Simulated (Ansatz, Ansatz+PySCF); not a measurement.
```json
{"atom": "N", "x (Å)": "0.0000", "y (Å)": "0.0000", "z (Å)": "-0.5489"}
{"atom": "N", "x (Å)": "0.0000", "y (Å)": "0.0000", "z (Å)": "0.5489"}
```

Basis set: STO-3G (spherical functions). Left uncorrelated: 2 orbitals. Charge 0, multiplicity 1.

Computed with Ansatz (development build ahead of 0.2.0); each method stands on the lowest determinant of its kind that the runs found. Restricted open shells among the atoms or ions are ROHF, correlated in semicanonical orbitals with singles.

The atomization energy at this shape (free ground-state atoms in the same class of orbitals less the molecule, no zero-point energy) of singlet N2:

```csv
method,atomization energy
RHF-CCSD(T),5.78 eV
RHF-MP2,5.76 eV
RHF,1.58 eV
```

What does PBE0 (unrestricted) give?

7.08 eV. Caution: the shape is not the minimum.

This basis has no polarisation functions and is too small for such energies, which can lie far from measured ones in either direction.
